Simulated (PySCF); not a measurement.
## Potential energy of MgS along the bond

Set-up: PySCF, no relativity, basis sets Mg pcseg-2, S pcseg-2. Energies in eV from Mg + S in their ground configurations at the same level. All curves are PBE0. state 1: ¹Σ⁺ (singlet), closed shell; state 2: ³Π (triplet), unpaired electrons σ ↑, π ↑, a second solution, started from another occupation; state 3: Ms = 0 determinant of mixed spin (⟨S²⟩ near 1.0), unpaired electrons σ ↓, π ↑, a second solution, started from another occupation; state 4: ³Σ⁺ (triplet), unpaired electrons σ ↑↑, a second solution, started from another occupation.

```tsv
R (Å)	state 1	state 2	state 3	state 4
1.845	-1.060	0.229	0.273	0.9249
1.931	-1.617	-0.619	-0.576	0.2613
2.016	-1.923	-1.189	-1.146	-0.1695
2.081	-2.029	-1.478	-1.434	-0.3778
2.145	-2.056	-1.676	-1.630	-0.5107
2.209	-2.023	-1.800	-1.753	-0.5844
2.295	-1.909	-1.879	-1.829	-0.6125
2.402	-1.694	-1.876	-1.821	-0.5673
2.531	-1.379	-1.777	-1.714	-0.4374
2.703	-0.931	-1.557	-1.478	-0.1942
```

Put a parabola through the three lowest points of the state 1 curve and estimate Re, k and ωe (reduced mass 13.7 u; 1 eV/Å² = 0.16022 mdyn/Å; ωe = 1302.8·√(k/μ) cm⁻¹).

Through R = 2.081, 2.145, 2.209 Å the second-order coefficient is 7.32 eV/Å², so Re ≈ 2.142 Å, k ≈ 2.35 mdyn/Å and ωe ≈ 539 cm⁻¹. A polynomial fit of higher order to the unrounded PBE0 energies gives Re = 2.139 Å, k = 2.40 mdyn/Å, ωe = 546 cm⁻¹; anharmonicity and rounding make the difference.

The higher-order fit for each curve: state 1: Re = 2.139 Å, ωe = 546 cm⁻¹, De = 2.06 eV; state 2: Re = 2.344 Å, ωe = 403 cm⁻¹, minimum 1.89 eV below the ground-state fragments; state 3: Re = 2.339 Å, ωe = 411 cm⁻¹, minimum 1.84 eV below the ground-state fragments; state 4: Re = 2.288 Å, ωe = 401 cm⁻¹, minimum 0.61 eV below the ground-state fragments.
